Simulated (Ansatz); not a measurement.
Reaction: SiH3 (SMILES [SiH3], doublet) → SiH3- (SMILES [SiH3-]) (an electron is taken up)
Each species at its own B3LYP-D3(BJ)/def2-TZVP minimum (Ansatz, a quantum-chemistry and plane-wave program).

Total energies in hartree (Ansatz). Radicals and triplets start from unrestricted determinants; spin-orbit coupling is neglected. Cores are frozen in correlated methods. No relativity.

```tsv
species	HF/aug-cc-pV(T+d)Z	CCSD(T)/aug-cc-pV(T+d)Z	HF/aug-cc-pV(Q+d)Z	CCSD(T)/aug-cc-pV(Q+d)Z	CCSDT(Q)/aug-cc-pV(T+d)Z
1: SiH3 (SMILES [SiH3], doublet)	-290.64288	-290.79091	-290.64628	-290.79973	-290.79182
2: SiH3- (SMILES [SiH3-])	-290.64823	-290.83887	-290.65133	-290.84823	-290.84018
```

**Question.** Work out the adiabatic electron affinity (electronic), positive where energy is released in eV: take Hartree-Fock from aug-cc-pV(Q+d)Z, extrapolate the CCSD(T) correlation energy as X^-3 (X = 3, 4), and add CCSDT(Q) - CCSD(T) in aug-cc-pV(T+d)Z. 1 hartree = 27.211 eV.

**Answer.** 
Species 1: correlation (64·(-0.15345) - 27·(-0.14803))/37 = -0.15741; step -0.00091; E1 = -290.64628 + (-0.15741) + (-0.00091) = -290.80460
Species 2: correlation (64·(-0.19690) - 27·(-0.19064))/37 = -0.20147; step -0.00131; E2 = -290.65133 + (-0.20147) + (-0.00131) = -290.85411
+1·E1 -1·E2 = 0.04951 hartree = 1.35 eV.
